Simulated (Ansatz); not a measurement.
# H2O2 (triplet): wave-function methods side by side at distance O1–H3 along a hydrogen transfer = 1.449 Å, cc-pVDZ

Aim: climb from Hartree-Fock through coupled cluster and multireference methods for H2O2 (triplet) at one geometry and basis, and see what each rung misses.

Method: cc-pVDZ, core rule «outside noble gas», up to 2 orbitals frozen; program: Ansatz 0.2.0, Gaussian basis.

The runs, in order: UHF; CCSD(T) on ROHF; CCSD(T) on UHF; BCCD(T) on ROHF; CISD; CCSDT(Q) on ROHF; CCSDT(Q) on UHF; CASSCF and MRCISD+Q, 4 electrons in 4 orbitals; CASSCF and NEVPT2, 4 electrons in 4 orbitals; CASSCF and MRCISD+Q, 14 electrons in 10 orbitals; CASSCF and NEVPT2, 14 electrons in 10 orbitals.

9 further runs of the same task are left out: 8 that didn't finish, 1 set aside as unsound or not needed.

### 1 The system

The geometry derives from fragments relaxed apart (PBE0/def2-TZVP) and kept rigid, so it is no stationary point. A hydrogen atom is moved between rigid fragments.

4 atoms, charge 0, spin multiplicity 3.

Atoms are counted from 1 here; the program's logs count them from 0.

Bond lengths: O1–H2 0.960 Å, H3–O4 1.072 Å.

### 2 UHF

File in.yaml:

```yaml
crystal:
  periodic: [false, false, false]
  atoms:
    - {symbol: O, position_ang: [-1.221346, -0.027457, 0.000000]}
    - {symbol: H, position_ang: [-1.470656, 0.899119, 0.000000]}
    - {symbol: H, position_ang: [0.227654, -0.027457, 0.000000]}
    - {symbol: O, position_ang: [1.299654, -0.027457, 0.000000]}
basis:
  gaussian: {orbitals: cc-pVDZ}
magnetization: {spin_polarized: true, initial_magnetization: 2}
hamiltonian: {xc: hf}
output: {orbitals: {seedname: orbitals}}
```

The run is started by

```bash
> ansatz run in.yaml --threads 1 --pin off --events-out ev --progress --plain --max-ram 2393MiB
```

Further steps of the session: CCSD(T) on ROHF; CCSD(T) on UHF; BCCD(T) on ROHF; CISD; CCSDT(Q) on ROHF; CCSDT(Q) on UHF; CASSCF and MRCISD+Q, 4 electrons in 4 orbitals; CASSCF and NEVPT2, 4 electrons in 4 orbitals; CASSCF and MRCISD+Q, 14 electrons in 10 orbitals; CASSCF and NEVPT2, 14 electrons in 10 orbitals.

**Question.** What will the summary of the whole plan be? Wanted: UCCSDT(Q) below the RHF energy; RMP2 from UCCSDT(Q); UMP2 from UCCSDT(Q); RCCSD from UCCSDT(Q); RCCSD(T) from UCCSDT(Q); UCCSD(T) from UCCSDT(Q); RCCSDT(Q) from UCCSDT(Q); NEVPT2 pair from UCCSDT(Q); MRCISD+Q pair from UCCSDT(Q).

As calculated:

| quantity | value |
| --- | --- |
| UCCSDT(Q) below the RHF energy | -9.5202 eV |
| RMP2 from UCCSDT(Q) | +23.29 kcal/mol |
| UMP2 from UCCSDT(Q) | +22.93 kcal/mol |
| RCCSD from UCCSDT(Q) | +4.10 kcal/mol |
| RCCSD(T) from UCCSDT(Q) | +0.87 kcal/mol |
| UCCSD(T) from UCCSDT(Q) | +0.82 kcal/mol |
| RCCSDT(Q) from UCCSDT(Q) | +0.04 kcal/mol |
| NEVPT2 pair from UCCSDT(Q) | +23.15 kcal/mol |
| MRCISD+Q pair from UCCSDT(Q) | +3.01 kcal/mol |
| NEVPT2 valence from UCCSDT(Q) | +30.13 kcal/mol |
| levels within 1 kcal/mol (43 meV) | RCCSD(T), UCCSD(T), BCCD(T), RCCSDT, UCCSDT, RCCSDT(Q) |
| T1 diagnostic | 0.028 |
| effectively unpaired electrons | 2.01 |

What this shows: RCCSD(T) lands +0.87 kcal/mol from the yardstick (0.4 % of the correlation energy). One determinant dominates. Of the multireference levels listed MRCISD+Q valence comes nearest in total energy (+2.68 kcal/mol), which doesn't show that its space is the better one. Coupled cluster took another determinant than the lowest Hartree-Fock one. These misses are within one basis, not against nature; the frozen cores of restricted and unrestricted runs differ, which can shift their rows.
